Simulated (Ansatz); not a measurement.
What does this script print? It uses Ansatz 0.2.0 through its Python package.

`deck_c5h5n.py`
```python
"""Run C5H5N from an input written out key by key."""

import ansatz as az

deck = {
    "crystal": {
        "periodic": [False, False, False],
        "atoms": [
            {"symbol": "C", "position_ang": [-2.4226, 0.097, 0.4897]},
            {"symbol": "C", "position_ang": [-1.5282, -0.688, -0.1196]},
            {"symbol": "C", "position_ang": [-0.1358, -0.4218, -0.0471]},
            {"symbol": "C", "position_ang": [1.0427, -0.1977, 0.0115]},
            {"symbol": "C", "position_ang": [2.4497, 0.0685, 0.086]},
            {"symbol": "N", "position_ang": [2.8684, 0.9733, -0.7235]},
            {"symbol": "H", "position_ang": [-2.1238, 0.9688, 1.0642]},
            {"symbol": "H", "position_ang": [-3.4839, -0.1199, 0.4242]},
            {"symbol": "H", "position_ang": [-1.8571, -1.5532, -0.6879]},
            {"symbol": "H", "position_ang": [3.0899, -0.4786, 0.7927]},
            {"symbol": "H", "position_ang": [2.1006, 1.3514, -1.2901]},
        ],
    },
    "basis": {"gaussian": {"orbitals": "cc-pVDZ"}},
    "hamiltonian": {"xc": {"name": "wB97M-V"}},
}
session = az.Session.from_dict(deck)
report = session.plan(threads=1).execute().report

print(f"E = {report['free_energy_ev']:.6f} eV = {report['free_energy_ev'] / 27.211386246:.7f} Ha")
print("converged:", report["converged"], " doubts:", report["published_state_doubts"] or "none")
symbols = ["C", "C", "C", "C", "C", "N", "H", "H", "H", "H", "H"]
field = report["mean_field"]
print("<S^2> =", round(abs(field["state"]["spin_squared"]), 4), " all-electron relativity setting:", field["relativity"])
print("passes:", field["passes"])
if "symmetry" in field:
    print("occupied orbitals by irrep:", field["symmetry"]["occupied"])
```

```console
$ python deck_c5h5n.py
E = -6750.670441 eV = -248.0825630 Ha
converged: True  doubts: none
<S^2> = 0.0  all-electron relativity setting: none
passes: {'evaluations': 16, 'products': 15}
occupied orbitals by irrep: [{'A': 21}, {'A': 21}]
```

What to keep in mind:
- Total energies depend on the basis set; only differences at equal settings carry meaning.
- The geometry is a force-field or estimated start, not a minimum of this method, and the basis set is short of its limit.
- The whole script took 13 s on 1 thread of Arm Neoverse V1 (shared host), peak memory 0.32 GiB.
